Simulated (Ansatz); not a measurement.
AlH$_{3}$, triplet: the ladder up to full CI

Geometry: a point of a stretch scan, not a stationary point.

```xyz
4

Al    0.0000    0.1940   -0.0412
H     0.0000   -4.8139   -2.3200
H     0.4207   -0.1901    1.7114
H    -0.4207   -0.1901    1.7114
```

Basis cc-pVDZ; Ansatz 0.2.0. Correlated methods freeze the noble-gas cores, which leaves 6 electrons in 28 orbitals. Prefix R: restricted or restricted open-shell reference; prefix U: unrestricted. Active spaces: pair = (4e, 4o) about the gap; valence = (6e, 7o) chosen from the atoms' valence shells.

Full CI is exact within this basis and frozen core; it isn't the basis-set limit. The frozen core follows each run's orbitals, which can shift R against U totals by a few meV.

For open shells CISD is restricted-active-space CI with the open shells as a complete middle space.

```
UHF ⟨S²⟩                          : 2.030
T1 diagnostic (RCCSD)             : 0.0189
largest doubles amplitude (RCCSD) : 0.117
T1 diagnostic (UCCSD)             : 0.0204
```

```
                   level  E − E(full CI) (mEh)  share of correlation (%)  wall time
                     RHF                 95.57                      0.00          –
                     UHF                 92.02                      3.71          –
                    RMP2                 26.60                     72.16          –
                    UMP2                 27.15                     71.59          –
                    CISD                  5.74                     93.99     0.57 s
                   RCCSD                  2.69                     97.19          –
                   UCCSD                  2.54                     97.34          –
                RCCSD(T)                  0.73                     99.24     0.96 s
                UCCSD(T)                  0.71                     99.26      1.5 s
                 BCCD(T)                  0.72                     99.25      1.2 s
                  RCCSDT                  0.06                     99.94          –
                  UCCSDT                  0.05                     99.95          –
               RCCSDT(Q)                  0.01                     99.99        4 s
               UCCSDT(Q)                  0.01                     99.99      4.3 s
     CASSCF (pair space)                 79.09                     17.24          –
     MRCISD (pair space)                  4.64                     95.15          –
   MRCISD+Q (pair space)                 -1.42                    101.49      1.3 s
  CASSCF (valence space)                 48.44                     49.31          –
  NEVPT2 (valence space)                 16.11                     83.14      1.1 s
  MRCISD (valence space)                  2.43                     97.46          –
MRCISD+Q (valence space)                  0.73                     99.24      1.7 s
```

The correlation energy at full CI, counted from RHF, is -2.600 eV. That run took 26 s on 1 thread of Arm Neoverse V1, shared host over 5,365,800 determinants.

Times hold each run's SCF and search for its determinant on a shared host, so for small cases they say little of a method's own cost; they ran on 1 thread of Arm Neoverse V1.

Not variational, and here over 5 meV under the exact energy: MRCISD+Q (pair space).

The full-CI state has the irrep A'' of Cs, in the program's axes.

Natural occupations of full CI about the gap: 1.959 1.879 1.000 0.981 0.060 0.035 0.032 0.009 0.008 0.007; effectively unpaired electrons, Σ n²(2−n)², 2.08.
